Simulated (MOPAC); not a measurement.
MOPAC input (AM1):

```
AM1 PRECISE GNORM=0.05 LET XYZ CHARGE=1 GEO-OK AUX(PRECISION=9) THREADS=1
C2H8N

C    -0.01016492 1   -0.27994848 1    1.26025238 1
N     0.02752705 1    0.54107075 1    0.00175175 1
C    -0.01788448 1   -0.27138968 1   -1.26203737 1
H     0.84891463 1   -0.94534137 1    1.26048731 1
H     0.02659022 1    0.38821117 1    2.11682979 1
H    -0.93230591 1   -0.85474018 1    1.26624623 1
H     0.87379519 1    1.11491211 1    0.00110891 1
H     0.84116373 1   -0.93674781 1   -1.27204628 1
H     0.01364080 1    0.40256842 1   -2.11426959 1
H    -0.94005682 1   -0.84614662 1   -1.26628736 1
H    -0.75613474 1    1.19781794 1    0.00637869 1
```

What heat of formation does the run end on?

149.17 kcal/mol.
